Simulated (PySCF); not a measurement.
Gas-phase reaction: SiF(OH)₃ + 2 HO₂ + H₃SiOH = 2 Si(OH)₄ + HF

Energies from PySCF (xtb for GFN2), thermal terms from the rigid-rotor harmonic-oscillator model, ideal gas at 1 bar. † marks an energy on the PBE0/def2-TZVP geometry and frequencies; other levels use their own. MP2 freezes the core. 6-31G* has spherical d functions here. Open shells (unrestricted): HO₂ (multiplicity 2); the rest are closed-shell singlets. GFN2 has no spin-polarisation term. SiF(OH)₃, H₃SiOH: computed as isolated molecules; such fragments, hydroxides, amides, oligomers or adducts are transient or little studied in the gas. MP2 isn't extrapolated to the basis-set limit.

| level | ΔH°(298 K), kJ |
|---|---|
| BLYP/def2-TZVP† | -1115 |
| GFN2-xTB | … |
| HF/6-31G* | … |
| HF/def2-TZVP† | … |
| M06-2X/def2-TZVP† | -1283 |
| MP2/def2-SVP† | … |
| PBE0/def2-QZVP† | -1209 |
| ωB97M-V/def2-TZVP† | -1233 |

What belongs in the gaps?


- GFN2-xTB, ΔH°(298 K), kJ: -1200
- HF/6-31G*, ΔH°(298 K), kJ: -1042
- HF/def2-TZVP†, ΔH°(298 K), kJ: -1139
- MP2/def2-SVP†, ΔH°(298 K), kJ: -1256
